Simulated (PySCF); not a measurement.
## Telling isomers of C$_{4}$H$_{8}$ apart by NMR

PySCF 2.14.0 with density-fitted response routines calculation with coordinates at the PBE0-D3(BJ)/def2-SVP level, couplings computed with B3LYP/pcJ-1 (spin–dipole term left out of most H,H and C,H couplings) and NMR shieldings at PBE0/pcSseg-1/GIAO; no solvent, equivalent nuclei averaged, non-relativistic Hamiltonian, a single conformation.

δ = σ(ref) − σ, references computed at the same level: 1H (31.27 ppm), 13C (184.41 ppm) against TMS. Multiplet labels drop J under 1 Hz and among equivalent protons, and merge close values. Unscaled 3J(H,H) run several per cent high. Shifts are as computed. Against solution values, carbons near 30 ppm lie about +2 ppm off and those near 130 ppm about +5 ppm. Of 1211 compounds with measured shifts, 218 miss one by over three times the rms of a fit or turn the order of signals round; such compounds aren't used in these exercises.

(1) Tabulate the signals of `C/C=C/C`, `C1CCC1`, `C=C(C)C` and their relative energies.

(2) What is the quickest way to tell C/C=C/C from C=C(C)C?

(3) What is the quickest way to tell C/C=C/C from C1CCC1?

(4) What is the quickest way to tell C1CCC1 from C=C(C)C?

Results:

(1) 
```json
{"SMILES": "C/C=C/C", "carbon types": "2×CH 2×CH3", "δC": "134.4, 21.2", "δH": "5.61 (m, 2H), 1.73 (m, 6H)", "E rel. (kcal/mol)": "0.4"}
{"SMILES": "C1CCC1", "carbon types": "4×CH2", "δC": "24.6", "δH": "1.88 (s, 8H)", "E rel. (kcal/mol)": "5.9"}
{"SMILES": "C=C(C)C", "carbon types": "1×C 1×CH2 2×CH3", "δC": "150.4, 119.1, 26.3", "δH": "5.04 (sept, 2H), 1.74 (t, 6H)", "E rel. (kcal/mol)": "0.0"}
```

Energies are electronic energies at PBE0/pcSseg-1 on these geometries, without zero-point or thermal terms, each for the one conformer computed, which needn't be the lowest.

(2) Count the carbon signals: 2 against 3. The first has an alkene CH at 134.4 ppm, the second a fully substituted alkene carbon (C) at 150.4 ppm. In the proton spectra the most deshielded non-exchanging signals are 5.61 (m, 2H) and 5.04 (sept, J = 1.7 Hz, 2H).

(3) Count the carbon signals: 2 against 1. The first has an alkene CH at 134.4 ppm, the second an sp3 CH2 in a ring at 24.6 ppm. In the proton spectra the most deshielded non-exchanging signals are 5.61 (m, 2H) and 1.88 (s, 8H).

(4) Count the carbon signals: 1 against 3. The first has an sp3 CH2 in a ring at 24.6 ppm, the second a fully substituted alkene carbon (C) at 150.4 ppm. In the proton spectra the most deshielded non-exchanging signals are 1.88 (s, 8H) and 5.04 (sept, J = 1.7 Hz, 2H).
